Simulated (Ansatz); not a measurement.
Mulliken charges of C₃H₅Cl (`C/C=C/Cl`) from ωB97M-V/def2-TZVPP in Ansatz (PBE0-D4/def2-TZVP geometry).

```tsv
atom	x (Å)	y (Å)	z (Å)	charge (e)
C1	0.174	1.082	-0.482	-0.257
C2	0.080	-0.395	-0.311	-0.116
C3	-0.272	-0.974	0.825	-0.061
Cl4	-0.382	-2.682	1.023	-0.077
H5	-0.500	1.427	-1.272	0.109
H6	-0.080	1.611	0.438	0.085
H7	1.186	1.376	-0.778	0.109
H8	0.312	-1.020	-1.168	0.104
H9	-0.519	-0.423	1.725	0.103
```

**Question.** By hand: the dipole of these point charges (1 e Å = 4.8032 D).

**Answer.** Σ q r = (0.039, 0.326, -0.099) e Å, of length 0.343 e Å = 1.65 D.

**Question.** How does the dipole of the full density compare? (An estimate is asked.)

**Answer.** Computed: (0.043, 0.374, -0.109) e Å, 1.88 D; the point charges give 0.88 times that, at 1° from its direction.

Point charges leave out the atoms' own dipoles, such as those of lone pairs, and Mulliken's split depends on the basis, so the close match here is no proof of good charges.
